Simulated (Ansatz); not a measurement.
`O[SiH3]` → `[O-][SiH3]` + H⁺  (deprotonation)

Isolated molecules relaxed with PBE0-D4/def2-TZVP in Ansatz; ΔE leaves out vibrations. CCSD(T)/CBS adds triple-zeta CCSD(T) − MP2 to the extrapolated MP2 energy (def2 sets, frozen cores). This one scheme is used for every species, atoms too. Functionals use def2-TZVPP. Anions take the def2 sets with diffuse functions and neutrals don't, so finite-basis rows favour the anion.

| level | ΔE (kcal/mol) |
| --- | --- |
| PBE0-D4 | 363.3 |
| BLYP | 358.1 |
| r2SCAN | 362.0 |
| r2SCANh | 363.2 |
| r2SCAN0 | 364.9 |
| MP2/def2-TZVPP | 360.1 |
| HF/CBS(def2) | 373.0 |
| MP2/CBS(def2) | 362.1 |

What does CCSD(T)/CBS give? (Best estimate.)

Computed: +364.8 kcal/mol. The listed levels differ from it by -1.5, -6.7, -2.8, -1.6, 0.1, -4.7, 8.2, -2.7 kcal/mol.

Largest T1 diagnostic among the species: 0.016.

From r2SCAN to r2SCAN0 (25 % exact exchange), in def2-TZVPP and without D4, ΔE moves by +2.9 kcal/mol. The D4 term adds −0.8 kcal/mol with B3LYP and −0.4 kcal/mol with PBE0; it sums over pairs of atoms, weighted by their polarisabilities, and B3LYP, whose exchange is more repulsive, gets the larger term. Leaving LDA and LC-ωPBE aside and taking each functional with its dispersion term where it has one, the values, not all of them listed here, spread over 9.5 kcal/mol, from BLYP-D4 to BHLYP-D4. LDA lies −5.7 kcal/mol from PBE without D4.

B3LYP here is the variant with VWN-RPA as its local correlation; programs differ in this.
